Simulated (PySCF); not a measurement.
BH, CCSD(T): how much the basis matters

PySCF, RHF reference; singlet, unpaired electrons none; De to B + H without counterpoise correction. Frozen cores follow the default of each basis and core potential.

```csv
basis,relativity,functions,Re (Å),ωe (cm⁻¹),De (eV),frozen orbitals
cc-pVDZ,no relativity,19,1.256,2343,3.43,1
def2-SVPD,no relativity,28,1.243,2390,3.53,1
cc-pVTZ,no relativity,44,1.235,2351,3.61,1
def2-TZVPP,no relativity,45,1.234,2362,3.62,1
def2-TZVPPD,no relativity,54,1.234,2357,3.62,1
```

(1) How does each smaller set differ from the one with most functions, def2-TZVPPD?

Measured (Huber and Herzberg, Constants of Diatomic Molecules (1979)): Re = 1.2324 Å, ωe = 2366.9 cm⁻¹. Correlated steps freeze 1 core orbital. Correlated levels converge slowly with the basis: in double zeta they bind strong bonds too weakly, by up to about 1 eV, and carry superposition errors of some tenths. Where the molecule has an RHF reference, its open-shell atoms are computed with UHF.

## Answers

(1) cc-pVDZ: +2.2 pm, -0.6 % in ωe, -0.19 eV in De; def2-SVPD: +0.9 pm, +1.4 % in ωe, -0.09 eV in De; cc-pVTZ: +0.1 pm, -0.3 % in ωe, -0.01 eV in De; def2-TZVPP: +0.0 pm, +0.2 % in ωe, +0.00 eV in De. All at CCSD(T); the set with most functions is neither the basis-set limit nor always the best.
